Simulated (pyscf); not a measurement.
**Four-centre exchange: GaH₃ + H₂C=CH₂ -> H₂C=CH–GaH₂ + H₂**

Gas phase, singlet surface, charge 0. Bonds broken: Ga1–H2, C5–H7. Bonds formed: Ga1–C5, H2–H7. Single points on ωB97X-D3(BJ)/def2-SVP structures (PySCF, gas phase).

Transition state (Å):

```xyz
10

Ga    -1.3332    -1.3067     0.0544
H      0.1636    -1.2708     0.9816
H     -1.1566    -2.4272    -1.0028
H     -2.4717    -0.9336     1.0396
C     -0.4405     0.4935    -0.7125
C     -0.7263     1.6947    -0.1893
H      0.1028    -0.4092     0.3050
H      0.0048     0.4488    -1.7157
H     -0.5565     2.6348    -0.7303
H     -1.1465     1.7912     0.8207
```

One imaginary mode, 1411i cm⁻¹; descent along it reached the two sides named, in the forms told below.

```tsv
bond	change	reactant side (Å)	saddle	product side
Ga1–H2	breaks	1.572	1.761	2.500
C5–H7	breaks	1.095	1.465	3.0
Ga1–C5	forms	2.6	2.151	1.955
H2–H7	forms	2.9	1.097	0.764
```

Electronic energies relative to the separated reactants (kcal/mol):

```csv
level,barrier,reaction energy,reverse barrier
ωB97X-D3(BJ)/def2-TZVP,32.7,+3.6,29.0
PBE/def2-TZVP,26.6,+4.8,21.8
r²SCAN/def2-TZVP,26.8,+4.3,22.5
B3LYP-D3(BJ)/def2-TZVP,32.7,+5.1,27.7
PBE0-D3(BJ)/def2-TZVP,28.7,+5.0,23.7
M06-2X/def2-TZVP,32.1,+2.8,29.4
ωB97M-D3(BJ)/def2-TZVP,34.7,+6.0,28.7
HF/def2-TZVP,53.8,+10.4,43.4
```

With ωB97M-D3(BJ)/def2-TZVP energies and thermal terms (ideal gas, 1 atm, RRHO with modes under 100 cm⁻¹ raised to 100, one conformer, R ln 2 for chiral ones without a mode under 150 cm⁻¹), in kcal/mol:

```csv
T (K),ΔH‡,ΔG‡,ΔH,ΔG
298,33.4,42.9,+3.8,+4.5
600,33.8,52.5,+5.2,+4.6
900,34.5,61.7,+6.2,+4.1
1200,35.3,70.6,+6.9,+3.4
```

On the reactant side the descent ends in a bound adduct, 12.4 kcal/mol under the separated species and 45.0 kcal/mol under the saddle at ωB97X-D3(BJ)/def2-TZVP. At the saddle there is also a short Ga–H contact that neither side keeps. H₂C=CH–GaH₂ lies 17.6 kcal/mol over its isomer H₃C–CH₂–Ga [singlet] (electronic energy, ωB97M-D3(BJ)/def2-TZVP). This is the saddle that the search found; another between the same sides may lie lower. Elements up to Kr have no core potential and no relativistic terms here.
